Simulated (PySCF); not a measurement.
# LiF, PBE: how much the basis matters

PySCF, UKS reference; singlet, unpaired electrons none; De to Li + F without counterpoise correction.

```csv
basis,relativity,functions,Re (Å),ωe (cm⁻¹),De (eV),μ (D)
3-21G,no relativity,18,1.538,1015,5.83,-4.65
cc-pVDZ,no relativity,28,1.586,959,5.92,-5.92
jorge-DZP-DKH,spin-free X2C,30,1.616,870,5.76,-6.34
def2-SVPD,no relativity,35,1.589,878,6.16,-6.26
x2c-TZVPPall,spin-free X2C,50,1.577,898,5.92,-6.03
```

Question: How does each smaller set differ from the one with most functions, x2c-TZVPPall?

Answer: 3-21G: -3.9 pm, +13.0 % in ωe, -0.09 eV in De; cc-pVDZ: +0.9 pm, +6.8 % in ωe, +0.00 eV in De; jorge-DZP-DKH: +3.9 pm, -3.1 % in ωe, -0.16 eV in De; def2-SVPD: +1.2 pm, -2.2 % in ωe, +0.24 eV in De. All at PBE; the set with most functions is neither the basis-set limit nor always the best. The rows treat relativity differently, so the differences are not basis effects alone.

A positive dipole means Li(−)F(+). 3-21G is very small, so such numbers show the basis as much as the molecule.
